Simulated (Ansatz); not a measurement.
Basis-set extrapolation for `C/C=C/Cl` (PBE0-D4/def2-TZVP geometry, frozen core, the Gaussian-basis code of Ansatz). Multiplicity 1, RHF reference.

```csv
,def2-TZVPP,def2-QZVPP
HF,-576.049092,-576.067259
MP2 correlation,-0.689188,-0.740321
CCSD(T) correlation,-0.764248,-0.811721
```

Energies in hartree. Use E(X) = E(∞) + A·exp(−7.88·√X) for Hartree–Fock and E(X) = E(∞) + B·X^(−2.97) for correlation, with X = 3 and 4.

Problem. What is the CCSD(T) energy at the basis-set limit?

Solution. HF limit: -576.067259 + (-0.018167) × 0.13774 = -576.06976. Correlation limit: -0.811721 + (-0.047473) × 0.74074 = -0.84689. Total: -576.91665 hartree, 64.8 kcal/mol below CCSD(T)/def2-TZVPP.
